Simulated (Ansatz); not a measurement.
**SiNH₃ (singlet): wave-function methods side by side at distance Si1–H3 = 2.123 Å, cc-pVDZ**

How much of the correlation energy of SiNH₃ (singlet) does each wave-function method recover here?

Program: Ansatz 0.2.0, Gaussian basis. Level of theory: cc-pVDZ, core rule «outside noble gas», up to 6 orbitals frozen. These are calculated values, not measurements.

To be run: UHF; CCSD(T) on RHF; BCCD(T) on RHF; CISD; CCSDT(Q) on RHF; CASSCF and MRCISD+Q, 2 electrons in 2 orbitals; CASSCF and NEVPT2, 2 electrons in 2 orbitals.

27 further runs of the same task are left out: 2 for a known fault of the program, 17 that didn't finish, 8 set aside as unsound or not needed.

## 1. What is computed

The geometry derives from a PBE0/def2-TZVP stationary point (not a proven minimum). One bond is set to the value named and the two fragments are kept rigid.

5 atoms, charge 0, spin multiplicity 1.

Atoms are counted from 1 here; the program's logs count them from 0.

Bond lengths: Si1–N2 1.707 Å, N2–H4 1.008 Å, N2–H5 1.008 Å. Angles: Si1–N2–H4 126.3°, Si1–N2–H5 121.7°, H4–N2–H5 112.0°.

## 2. UHF

Input file in.yaml:

```yaml
crystal:
  periodic: [false, false, false]
  atoms:
    - {symbol: Si, position_ang: [0.000000, -0.094178, 0.622625]}
    - {symbol: N, position_ang: [0.000000, 0.036352, -1.079405]}
    - {symbol: H, position_ang: [0.000000, 2.005605, 0.935740]}
    - {symbol: H, position_ang: [0.000000, 0.892144, -1.612036]}
    - {symbol: H, position_ang: [0.000000, -0.778719, -1.672897]}
basis:
  gaussian: {orbitals: cc-pVDZ}
magnetization: {spin_polarized: true, initial_magnetization: 0}
hamiltonian: {xc: hf}
output: {orbitals: {seedname: orbitals}}
```

Run with:

```console
$ ansatz run in.yaml --threads 1 --pin off --events-out ev --progress --plain --max-ram 2393MiB
```

After this run come: CCSD(T) on RHF; BCCD(T) on RHF; CISD; CCSDT(Q) on RHF; CASSCF and MRCISD+Q, 2 electrons in 2 orbitals; CASSCF and NEVPT2, 2 electrons in 2 orbitals.

Q: Predict the results of all the runs planned. Wanted: RCCSDT(Q) below the RHF energy; RMP2 from RCCSDT(Q); RCCSD from RCCSDT(Q); RCCSD(T) from RCCSDT(Q); NEVPT2 pair from RCCSDT(Q); MRCISD+Q pair from RCCSDT(Q); T1 diagnostic.

**Answer**, as computed:

| quantity | value |
| --- | --- |
| RCCSDT(Q) below the RHF energy | -8.3567 eV |
| RMP2 from RCCSDT(Q) | +116.0 kJ/mol |
| RCCSD from RCCSDT(Q) | +28.5 kJ/mol |
| RCCSD(T) from RCCSDT(Q) | +4.7 kJ/mol |
| NEVPT2 pair from RCCSDT(Q) | +98.0 kJ/mol |
| MRCISD+Q pair from RCCSDT(Q) | +12.5 kJ/mol |
| levels within 1 kcal/mol (43 meV) | RCCSDT |
| T1 diagnostic | 0.021 |

**Reading.** RCCSD(T) lands +4.7 kJ/mol from the yardstick (0.6 % of the correlation energy). Of the multireference levels listed MRCISD+Q pair comes nearest in total energy (+12.5 kJ/mol), which doesn't show that its space is the better one. These misses are within one basis, not against nature.
